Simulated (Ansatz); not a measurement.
Species: H2S (charge +1, doublet). 
Coordinates optimised at B3LYP-D3(BJ)/def2-TZVP (Ansatz, a first-principles code):
```xyz
3

S      0.0008     0.0010     0.1042
H     -0.0001     0.9820    -0.8435
H     -0.0127    -0.9982    -0.8242
```
Charge +1, spin multiplicity 2.

Total electronic energies in hartree. Correlated levels leave the core frozen unless marked. UHF or UKS for open shells. Spin-orbit coupling is left out. Non-relativistic unless marked X2C. Basis-set limits of correlation are two-point, X^-3; Hartree-Fock from the larger set (for Q and 5 zeta extrapolated as (X+1)exp(-9√X)).

| level | program | energy (Eh) |
|---|---|---|
| HF/aug-cc-pV(T+d)Z | Ansatz | -398.37722 |
| HF/def2-TZVPP | Ansatz | -398.36950 |
| PBE0/6-31G* | Ansatz | -398.84254 |
| r2SCANh/def2-TZVPD | Ansatz | -398.99339 |
| LC-wPBE-D3(BJ)/def2-TZVPD | Ansatz + dftd3 | -398.91195 |
| MP2/def2-QZVPPD | Ansatz | -398.54336 |
| RI-MP2/aug-cc-pV(Q+d)Z | Ansatz | -398.54329 |
| SCS-MP2/def2-QZVPPD | Ansatz | -398.55033 |
| CCSD/cc-pV(D+d)Z | Ansatz | -398.50386 |
| CCSD/def2-SVPD | Ansatz | -398.37969 |
| CCSD/aug-cc-pV(T+d)Z | Ansatz | -398.55634 |
| CCSD/aug-cc-pV(Q+d)Z | Ansatz | -398.56859 |
| CCSD/CBS(cc-pV(T+d)Z,cc-pV(Q+d)Z) | Ansatz | -398.5752 |
| X2C-CCSD(T)/cc-pVTZ-DK | Ansatz | -399.63794 |
| CCSD(T)/CBS(cc-pV(Q+d)Z,cc-pV(5+d)Z) | Ansatz | -398.5827 |

Totals of different functionals don't rank their quality; only differences between species are comparable.
